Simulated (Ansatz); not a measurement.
**C₃H₃FS: up Jacob's ladder to CCSD(T)**

How much do the methods differ for C₃H₃FS? The plan is to run it at one geometry with functionals of several rungs and with coupled cluster. The yardstick is the atomisation energy at the CCSD(T) limit.

Method: functionals in def2-TZVPP, the program's frozen cores in correlated methods; program: Ansatz 0.2.0, Gaussian basis.

Plan: LDA (SPW92), PBE-D4, revPBE-D4, BLYP-D4, r2SCAN-D4, B97M-V, PBE0-D4, B3LYP-D4, r2SCANh-D4, r2SCAN0-D4, HSE06-D4, BHLYP-D4, CAM-B3LYP-D4, LC-ωPBE, ωB97X-V, ωB97M-V, B2PLYP, PBE-QIDH; CCSD(T)/def2-SVP; CCSD(T)/def2-TZVPP; MP2/def2-QZVPP; extrapolation to the limit; RPA on PBE.

### Step 1. The relaxed structure

The geometry comes from an earlier relaxation with PBE0-D4 in a triple-zeta def2 set; it is a stationary point, not always the lowest conformer.

SMILES `FCC=C=S`, 8 atoms, charge 0, spin multiplicity 1.

Atoms are counted from 1 here; the program's logs count them from 0.

Bond lengths: F1–C2 1.386 Å, C2–C3 1.491 Å, C2–H6 1.094 Å, C2–H7 1.092 Å, C3–C4 1.307 Å, C3–H8 1.086 Å, C4–S5 1.548 Å. Angles: F1–C2–C3 110.8°, F1–C2–H6 106.9°, F1–C2–H7 108.0°, C3–C2–H6 110.6°, C3–C2–H7 111.0°, H6–C2–H7 109.4°, C2–C3–C4 122.3°, C2–C3–H8 119.1°, C4–C3–H8 118.6°, C3–C4–S5 179.0°.

### Step 2. LDA

This LDA is Slater exchange with PW92 correlation.

in.yaml

```yaml
crystal:
  periodic: [false, false, false]
  atoms:
    - {symbol: F, position_ang: [-0.949726, 1.703291, 0.354866]}
    - {symbol: C, position_ang: [-0.094947, 0.666361, 0.696113]}
    - {symbol: C, position_ang: [-0.333097, -0.522648, -0.171901]}
    - {symbol: C, position_ang: [0.526822, -0.910328, -1.076724]}
    - {symbol: S, position_ang: [1.565441, -1.365818, -2.130725]}
    - {symbol: H, position_ang: [-0.291870, 0.422561, 1.743947]}
    - {symbol: H, position_ang: [0.930567, 1.026412, 0.593763]}
    - {symbol: H, position_ang: [-1.260990, -1.076831, -0.065239]}
basis:
  gaussian: {orbitals: def2-TZVPP}
hamiltonian: {xc: lda}
output: {orbitals: {seedname: orbitals}}
```

Command:

```console
ansatz run in.yaml --threads 2 --pin off --events-out ev --progress --plain --max-ram 4352MiB
```

After this run come: PBE-D4 (GGA); revPBE-D4 (GGA); BLYP-D4 (GGA); r2SCAN-D4 (meta-GGA); B97M-V (meta-GGA); PBE0-D4 (hybrid); B3LYP-D4 (hybrid); r2SCANh-D4 (hybrid); r2SCAN0-D4 (hybrid); HSE06-D4 (hybrid); BHLYP-D4 (hybrid); CAM-B3LYP-D4 (range-separated); LC-ωPBE (range-separated); ωB97X-V (range-separated); ωB97M-V (range-separated); B2PLYP (double hybrid); PBE-QIDH (double hybrid); CCSD(T) in def2-SVP; CCSD(T) in def2-TZVPP; MP2 in def2-QZVPP; RPA on PBE orbitals.

Before running them: what should the planned runs give, taken together? Wanted: atomisation energy, CCSD(T)/CBS; farthest beyond LDA; mean size of error, GGA; mean size of error, meta-GGA; mean size of error, hybrid; mean size of error, range-separated; mean size of error, double hybrid; gap, smallest and largest; T1 diagnostic.

**Answer**, as computed:

| quantity | value |
| --- | --- |
| atomisation energy, CCSD(T)/CBS | 3260.7 kJ/mol |
| functionals within 16.3 kJ/mol (0.5 %) | r2SCANh-D4, LC-ωPBE, ωB97X-V, B2PLYP, PBE-QIDH |
| farthest beyond LDA | PBE-D4 (+164.3 kJ/mol) |
| mean size of error, GGA | 91.0 kJ/mol |
| mean size of error, meta-GGA | 43.2 kJ/mol |
| mean size of error, hybrid | 52.7 kJ/mol |
| mean size of error, range-separated | 13.1 kJ/mol |
| mean size of error, double hybrid | 8.3 kJ/mol |
| gap, smallest and largest | 2.40 eV (LDA (SPW92)), 9.20 eV (LC-ωPBE) |
| T1 diagnostic | 0.0153 |
| triples share of the correlation energy | 4.5 % |

What this shows: LDA overbinds by 605.7 kJ/mol (19 %). PBE-D4 misses by +164.3 kJ/mol. Double hybrids carry the basis error of their MP2 part in triple zeta, and no dispersion term here, so their miss is partly the set-up's. The rungs double hybrid, range-separated miss on average by less than the doubt on the reference (16.3 kJ/mol), so they tie; GGA functionals have the largest mean beyond LDA (91.0 kJ/mol). Misses under about 16.3 kJ/mol are within the doubt on the reference itself, which lacks core-valence correlation, relativity and higher excitations. Hartree-Fock recovers 70 % of the binding; the rest is correlation. CCSD(T) in def2-SVP is off by -160.2 kJ/mol, which most functionals beat. Orbital gaps span 2.4 to 9.2 eV; exact exchange widens them.
